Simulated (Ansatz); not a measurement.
Relaxation of C$_{3}$H$_{7}$O (11 atoms, charge 0, multiplicity 2), to a largest force component of 0.03 eV/Å in at most 50 steps.

Computed with UKS PBE0-D4/STO-3G (Ansatz 0.2.0).

```xyz
11
Properties=species:S:1:pos:R:3:forces:R:3
H -0.786 -0.437 0.602 -0.62 -0.11 -0.01
C 0.289 -0.381 0.467 0.56 0.07 -0.01
C 0.836 0.799 -0.314 0.07 0.02 0.03
C 0.876 -0.591 -0.916 -0.15 0.00 -0.05
O -3.021 -0.139 0.802 0.18 -0.04 -0.02
H 0.877 -0.748 1.310 -0.04 0.05 0.06
H 0.122 1.515 -0.727 0.00 0.00 0.01
H 1.778 1.245 0.014 0.00 0.01 -0.01
H 0.190 -0.815 -1.735 0.00 0.00 -0.03
H 1.845 -1.089 -0.995 -0.01 -0.01 0.03
H -3.005 0.642 1.491 0.00 0.01 0.01
```

**Question.** Where does it end, and by what steps?

**Answer.** The run converged. Limits of this set-up: minimal basis. After 4 steps the energy has fallen by 0.069 eV; O5 moved furthest, 0.31 Å.

```csv
step,energy less start (eV),largest force component (eV/Å),accepted
0,0.0000,0.622,yes
1,-0.0354,0.617,yes
2,-0.0641,0.358,yes
3,-0.0684,0.073,yes
4,-0.0687,0.017,yes
```

```xyz
11
Properties=species:S:1:pos:R:3
H -0.891 -0.350 0.578
C 0.209 -0.326 0.477
C 0.830 0.813 -0.309
C 0.809 -0.587 -0.891
O -2.735 -0.251 0.759
H 0.761 -0.697 1.344
H 0.162 1.559 -0.746
H 1.788 1.216 0.025
H 0.128 -0.788 -1.721
H 1.754 -1.130 -0.948
H -2.816 0.540 1.431
```

Whether the end is a true minimum wasn't checked by a vibrational analysis.

Time of the run: 28 s on 1 thread of Arm Neoverse V1 (shared host), peak memory 0.12 GiB.
